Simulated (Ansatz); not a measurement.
How far each method lies from UCCSDT(Q) for [SiH$_{3}$···H···Br], doublet

Geometry: a point of a hydrogen-transfer path between rigid fragments, not a stationary point.

```xyz
6

Si   -2.4536    0.0000    0.0000
H    -2.9485    1.3997    0.0000
H    -2.9485   -0.6999    1.2122
H    -2.9485   -0.6999   -1.2122
H    -0.6676    0.0000    0.0000
Br    0.9824    0.0000    0.0000
```

Basis cc-pVDZ; Ansatz 0.2.0. Correlated methods freeze the noble-gas cores and the filled d shells of p-block atoms, which leaves 15 electrons in 46 orbitals. Prefix R: restricted or restricted open-shell reference; prefix U: unrestricted. Active spaces: pair = (3e, 3o) about the gap; valence = (15e, 12o) chosen from the atoms' valence shells. No spin–orbit coupling is included, and no scalar relativity.

Full CI isn't at hand for all of this; UCCSDT(Q) serves as the reference, and is uncertain by about the last step of the cluster series. The frozen core follows each run's orbitals, which can shift R against U totals by a few meV for light atoms and by up to 0.1 eV past Ca.

The UHF ⟨S²⟩ is 0.782 and the T1 diagnostic (RCCSD) is 0.0167. The largest doubles amplitude (RCCSD) is 0.042. The T1 diagnostic (UCCSD) is 0.0136.

| level | E − E(UCCSDT(Q)) (kcal/mol) | share of correlation (%) | wall time |
| --- | --- | --- | --- |
| UHF | 172.88 | 2.60 | – |
| UMP2 | 30.77 | 82.67 | – |
| UCCSD | 4.10 | 97.69 | – |
| UCCSD(T) | 0.84 | 99.53 | 9.5 s |
| UCCSDT | 0.23 | 99.87 | – |

The correlation energy at UCCSDT(Q), counted from RHF, is -7.697 eV. That run took 6 s on 2 threads of AMD EPYC 7R13 with a shared H100 80 GB, shared host.

Run but not shown, since their state or frozen core can't be matched to the reference's or they repeat it: RHF, RMP2, CISD, RCCSD, RCCSD(T), BCCD(T), RCCSDT, RCCSDT(Q), CASSCF (pair space), NEVPT2 (pair space), MRCISD (pair space), MRCISD+Q (pair space), CASSCF (valence space), NEVPT2 (valence space), MRCISD (valence space), MRCISD+Q (valence space).

Times hold each run's SCF and search for its determinant on a shared host, so for small cases they say little of a method's own cost; they ran on 1 thread of AMD EPYC 7R13.

Natural occupations of CASSCF (valence space) about the gap: 1.985 1.976 1.976 1.966 1.003 0.037 0.022 0.019 0.019; effectively unpaired electrons, Σ n²(2−n)², 1.02.
